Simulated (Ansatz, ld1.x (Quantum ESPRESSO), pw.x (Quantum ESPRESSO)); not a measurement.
carbon: does the TM potential hold in the solid?

```
Element                 : carbon (C)
Generator               : ld1.x (Quantum ESPRESSO) 7.5
Type                    : norm-conserving Troullier–Martins (Kleinman–Bylander form)
Functional              : PBEsol
Relativity              : scalar-relativistic
Frozen core             : [He]
Valence charge          : 4
Reference configuration : 2s2 2p2
Partial waves           : 2s (bound): rc 1.20 bohr; 2p (bound): rc 1.80 bohr; 3d channel at 0.1 Ry: rc 3.05 bohr
Local potential         : all-electron potential smoothed inside 1.40 bohr (lloc = -1)
Core correction         : none
```

Crystal test: sc C in pw.x 7.5, no spin, 18³ k-points, Fermi–Dirac smearing 0.01 Ry, cutoffs 110/440 Ry. The reference is all-electron LAPW (Ansatz 0.2.0) with the same functional, mesh and smearing; V0 and B0 come from Birch–Murnaghan fits to the pressures at five volumes. Errors are pseudo minus all-electron; Δ is the rms difference of the E(V) curves that follow from these fits, minima aligned, over ±6 % about the mean V0. Mesh and smearing are coarse, so the numbers serve the comparison and aren't converged zero-temperature values; the lattice is a test structure that the element need not adopt.

All-electron: a0 = 1.764 Å (V0 = 5.49 Å³/atom), B0 = 347.6 GPa.

Q: How far does the potential miss the all-electron equation of state?

A: mean pressure error (GPa): -17.14; a0 (Å): 1.735; a0 error (%): -1.61; B0 error (%): -12.7; Δ (meV/atom): 19.0. The largest radius (3.05 bohr) exceeds half the bond length (1.65 bohr), so the spheres overlap, which is one possible source of error among others. This is a poor potential for the solid.

| V (Å³/atom) | P all-electron (GPa) | P pseudo (GPa) |
| --- | --- | --- |
| 5.045 | 33.61 | 11.15 |
| 5.177 | 22.19 | 2.81 |
| 5.310 | 11.95 | -4.81 |
| 5.443 | 2.74 | -11.77 |
| 5.575 | -5.50 | -18.09 |

Q: At the middle volume, how do free energy and pressure move when the wave cutoff is lowered (ecutrho kept at four times it)?

A:

| cutoff (Ry) | shift of F (meV/atom) | shift of P (GPa) |
| --- | --- | --- |
| 50 | +41.3 | -0.18 |
| 66 | +24.4 | -1.95 |
| 88 | +3.7 | -0.80 |

The run at the middle volume (220 k-points, 5 iterations) took about 11 s on one core of a shared host (Neoverse-V1, 32 threads, 247 GiB, load 46).
